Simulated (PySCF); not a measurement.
One ligand Y is varied and pulled off as a radical: Cd(CH3)1–Y. Gas-phase values, no solvent. One relaxed conformer stands for each flexible species; it need not be the lowest. Multiplicities are imposed; where one is given, others were not computed. Strings in code marks are SMILES.

The numbers are results of B3LYP-D3(BJ)/def2-TZVP // r2SCAN-D4/def2-SVP in PySCF, not measurements. B3LYP has the VWN-RPA correlation part, as in Gaussian. 

```tsv
species	highest occupied spin orbital (eV)
Y = F ([Cd(CH3)(F)])	–
Y = Br ([Cd(CH3)(Br)])	–
Y = OH	–
Y = NH2 ([Cd(CH3)(NH2)])	–
free radical OH (`[OH]`)	-8.84
free radical NH2 (`[NH2]`)	-8.54
free radical CH3 (`[CH3]`)	-6.45
free radical OCH3	-7.50
free radical N(CH3)2 (`C[N]C`)	-6.86
free radical SH (`[SH]`)	-7.17
```
